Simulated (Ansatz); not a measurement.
Geometry optimisation, RKS PBE0/def2-SVP (Ansatz).

The input (input.yaml):

```yaml
crystal:
  periodic: [false, false, false]
  atoms:
    - { symbol: B, position_ang: [0.0, 0.0, 0.0] }
    - { symbol: F, position_ang: [0.0, 0.0, 1.67] }
    - { symbol: H, position_ang: [1.0305, 0.0, -0.595] }
    - { symbol: H, position_ang: [-1.0305, 0.0, -0.595] }
    - { symbol: H, position_ang: [0.0623, -1.4126, 0.4698] }
    - { symbol: H, position_ang: [0.0491, -1.1133, 1.3144] }
basis:
  gaussian: { orbitals: def2-SVP }
hamiltonian:
  xc: pbe0
relax:
  f_tol: 0.15
  max_steps: 25
  restrain:
    - { distance: [0, 4], at: 1.19, k: 30.0 }
    - { distance: [5, 1], at: 0.92, k: 30.0 }
    - { distance: [0, 1], at: 2.52, k: 30.0 }
    - { distance: [5, 4], at: 1.86, k: 30.0 }
```

Command:

```bash
$ ansatz run input.yaml --threads 1 --pin off --max-ram 2048MiB --backend cpu --events-out ev --progress --plain --runs-dir out
```

Question: Where does it end, and by what steps?

Answer: It converged. The restraints hold the end off the free minimum. After 8 steps the energy has fallen by 1.233 eV (the restraints' own energy left out); H6 moved furthest, 0.56 Å. Joined: F2–H6 (1.17 → 0.92 Å).

| step | energy less start (eV) | largest force component (eV/Å) | accepted |
| --- | --- | --- | --- |
| 0 | 0.0000 | 3.638 | yes |
| 1 | -0.3960 | 3.919 | yes |
| 2 | -0.9598 | 2.666 | yes |
| 3 | -1.1330 | 1.512 | yes |
| 4 | -1.1862 | 0.619 | yes |
| 5 | -1.1723 | 1.130 | no |
| 6 | -1.2191 | 0.315 | yes |
| 7 | -1.2299 | 0.320 | yes |
| 8 | -1.2334 | 0.331 | yes |

```xyz
6
Properties=species:S:1:pos:R:3
B 0.024 -0.379 -0.393
F 0.019 -0.027 2.094
H 1.059 0.160 -0.686
H -1.041 0.123 -0.642
H 0.055 -1.490 0.061
H -0.004 -0.913 1.830
```

Time of the run: 3.4 s on 1 thread of AMD EPYC 9R45 96-Core Processor (Zen 5), with other jobs on the host, peak memory 0.11 GiB.
